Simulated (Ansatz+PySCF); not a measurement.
The numbers below are computed, except where a source is named.
This Ansatz input gave a total energy of -75.42408 hartree.

```yaml
crystal:
  periodic: [false, false, false]
  atoms:
    - { symbol: O, position_ang: [0.0, 0.0, -0.13561] }
    - { symbol: H, position_ang: [0.0, 0.0, 1.08492] }
basis:
  gaussian: { orbitals: "6-31G" }
magnetization:
  spin_polarized: true
  initial_magnetization: 1
hamiltonian:
  xc: hf
correlation:
  method: mp2
  frozen_orbitals: { H: 0, O: 1 }
scf:
  omitted_lower_state_checks: [stability, starts, atomic_configurations, cluster_reference, orbital_swaps, given_window_search, neighbouring_geometries, increment]
```

**Question.** Write an input for PySCF with the same method and basis set.

**Answer.**

```python
from pyscf import gto, scf, mp

mol = gto.M(atom="""
O 0.000000 0.000000 -0.135610
H 0.000000 0.000000 1.084920
""", basis='6-31g', charge=0, spin=1)
mf = scf.UHF(mol)
mf.kernel()
pt = mp.MP2(mf, frozen=1).run()
print(mf.e_tot, pt.e_corr, pt.e_tot)
```

PySCF 2.14.0 gave -75.42408 hartree, 0.11 meV from the first. Caution: bonds are stretched, where a single reference can fail.
